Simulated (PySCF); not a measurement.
**Adding and removing an electron: NaCl**

RHF-MP2; basis Na 6-31G(d,p), Cl 6-31G(d,p); no relativity; PySCF 2.14. Neutral (RHF): singlet (closed shell), Re = 2.392 Å, ωe = 368 cm⁻¹, De = 3.81 eV.

NaCl⁺ (UHF): doublet (π ↑), Re = 2.835 Å, ωe = 159 cm⁻¹, De = 0.32 eV to Na⁺ + Cl. The energies at the minima are -621.53290 hartree for NaCl and -621.22169 for NaCl⁺.

**Question.** Work out the adiabatic ionisation energy, without and with harmonic zero-point energies (1 hartree = 27.2114 eV, 1 eV = 8065.5 cm⁻¹), and the change of the bond length.

**Answer.** At MP2: 0.31121 hartree = 8.468 eV between the minima; the zero-point term (159.0 − 368.0)/2 cm⁻¹ = -0.013 eV makes it 8.455 eV. Re changes by +44.3 pm against the neutral. The electron leaves a π orbital, and the ion is left as a loose complex of an ion and an atom.

Correlated steps freeze 6 core orbitals. Weak bonds: NaCl⁺. Basis-set superposition, not corrected here, can be much of De in a small basis, most of all at correlated wavefunction levels. For an ion De counts to the pair picked by the measured ionisation energies or electron affinities, which need not be the lowest pair at this level. Where the molecule has an RHF reference, its open-shell atoms are computed with UHF. States were picked by a PBE0 search and need not be the measured ground states.

Neutral and ion stand on different kinds of reference determinant, which adds to the error of the difference.
